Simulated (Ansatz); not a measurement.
# CHO2, SMILES O=[C]O: a composite energy at a relaxed geometry

With the Python package of Ansatz (0.2.0).

At the Python prompt:
```pycon
>>> import itertools
>>> import ansatz as az
>>> from ase import Atoms
>>> from ase.data import atomic_numbers, covalent_radii
>>> import numpy as np
>>> atoms = Atoms(["O", "C", "O", "H"], positions=[
...     [0.2899, 0.1826, 1.603],
...     [0.2049, -0.0518, 0.4508],
...     [0.1092, -0.338, -0.8516],
...     [-0.5485, 0.1469, -1.2225],
... ])
>>> mol = az.Crystal.molecule_from_ase(atoms)
>>> calc = (
...     mol.calculation()
...     .basis(gaussian="def2-SVP")
...     .functional("r2scan", dispersion="d4")
...     .spin("collinear", total=1)
... )
>>> symbols = [site.symbol for site in mol.cartesian_sites]
>>> start = np.array([site.position_ang for site in mol.cartesian_sites], dtype=float)
>>> r = calc.relax(force_tolerance=0.01, max_steps=100).run().report
>>> end = np.array(r["positions_ang"])
>>> # pairs closer than 1.2 times the sum of covalent radii, before or after
>>> radius = [covalent_radii[atomic_numbers[s]] for s in symbols]
>>> span = lambda where, i, j: np.linalg.norm(where[i] - where[j])
>>> bonded = [(i, j) for i, j in itertools.combinations(range(len(symbols)), 2) if min(span(start, i, j), span(end, i, j)) < 1.2 * (radius[i] + radius[j])]
>>> print("pair        before    after (A)")
pair        before    after (A)
>>> for i, j in bonded:
...     print(f"{symbols[i]}{i}-{symbols[j]}{j}".ljust(10), f"{span(start, i, j):8.4f} {span(end, i, j):8.4f}")
...
O0-C1        1.1789   1.1882
C1-O2        1.3369   1.3195
O2-H3        0.8974   0.9817
>>> minimum = az.Crystal.molecule()
>>> for symbol, place in zip(symbols, end):
...     minimum = minimum.atom(symbol, place.tolist())
...
>>> at_minimum = minimum.calculation().spin("collinear", total=1)
>>> # MP2 extrapolated to the basis limit, plus the small-basis difference CCSD(T) - MP2
>>> level = lambda method, basis: at_minimum.basis(gaussian=basis).correlation(method).run().report
>>> small, large, cluster = level("mp2", "cc-pVDZ"), level("mp2", "cc-pVTZ"), level("ccsd_t", "cc-pVDZ")
>>> corr = lambda each: (each["free_energy_ev"] - each["reference_energy_ev"]) / 27.211386246
>>> mp2_limit = (27 * corr(large) - 8 * corr(small)) / 19
>>> pieces = {"HF / cc-pVTZ": large["reference_energy_ev"] / 27.211386246, "MP2 correlation, DZ-TZ limit": mp2_limit, "CCSD(T) - MP2 / cc-pVDZ": corr(cluster) - corr(small)}
>>> for name, value in pieces.items():
...     print(f"{name:32s} {value:14.6f} Ha")
...
HF / cc-pVTZ                        -188.204779 Ha
MP2 correlation, DZ-TZ limit          -0.651411 Ha
CCSD(T) - MP2 / cc-pVDZ               -0.025674 Ha
>>> print(f"{'sum':32s} {sum(pieces.values()):14.6f} Ha")
sum                                 -188.881864 Ha
>>> print("T1 diagnostic", round(cluster["correlation"]["coupled_cluster"]["t1_diagnostic"], 4))
T1 diagnostic 0.023
```

Caveats:
- Total energies depend on the basis set; only differences at equal settings carry meaning.
- The sum leaves out core correlation, relativity, the Hartree-Fock basis error and zero-point energy; a DZ-TZ extrapolation is rough.
- The run takes the species as open-shell (spin multiplicity 2), which needn't be its ground state.
- Inner cores stay frozen, so this is valence correlation.
- An extrapolation from small basis sets is rough.
- Wall time of the script: 31 s on 1 thread of Arm Neoverse V2, on a shared host, peak memory 0.23 GiB.
